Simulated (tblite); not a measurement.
## How well do the runs reproduce experiment for Cl2?

**The experiment to reproduce.**

From CRC Handbook of Chemistry and Physics, for the gas at 298.15 K: standard entropy 223.1 J/(mol K).

How close the calculation comes is told at the end.

Species: Cl2.
Numbering: `[Cl:1][Cl:2]`

Structure used (GFN2-xTB), in Å, numbered top down from 1:
```
atom  x, y, z in Å
Cl1    1.010   -0.003   -0.003
Cl2   -1.007    0.004   -0.011
```

GFN2-xTB wavenumbers (cm⁻¹, harmonic, unscaled, at the method's own geometry): 510. Point group D∞h, symmetry number 2. Entropy at 298.15 K and 1 bar in J/(mol K): translation 161.8, rotation 58.9, vibration 2.6.

Results beside the measurements:

**Standard entropy at 298.15 K.** Measured: 223.1 J/(mol K) (298.15 K; CRC Handbook of Chemistry and Physics).

```json
{"level": "GFN2-xTB, rigid rotor and harmonic oscillator", "computed (J/(mol K))": "223.3", "computed − measured (J/(mol K))": "+0.2", "% (from the printed values)": "0"}
```

Ideal gas at 1 bar, most abundant isotopes; table values of this kind come from calorimetry or from spectroscopic constants.

The geometry is computed, not the measured one. Where a level misses, the cause wasn't examined.
